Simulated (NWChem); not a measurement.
Species: hydrogen sulfide (H₂S); SMILES S

Computed with NWChem. Pople sets run with spherical d functions. Each level has its own optimisation. Computed dipoles belong to the equilibrium geometry; the measured one is vibrationally averaged.

Measured dipole moment: 0.97 D (NIST CCCBDB, as tabulated in the package chemicals).

### Question
Which of these levels lies farthest from the measured value, and how do the others fare: Hartree-Fock/STO-3G; B3LYP/6-31G*; BP86/def2-TZVP; PBE-D3(BJ)/def2-SVP?

### Answer
B3LYP/6-31G*.
| level | dipole moment (D) | computed − measured |
|---|---|---|
| B3LYP/6-31G* | 1.42 | +0.45 |
| Hartree-Fock/STO-3G | 1.03 | +0.06 |
| BP86/def2-TZVP | 1.13 | +0.16 |
| PBE-D3(BJ)/def2-SVP | 1.29 | +0.32 |
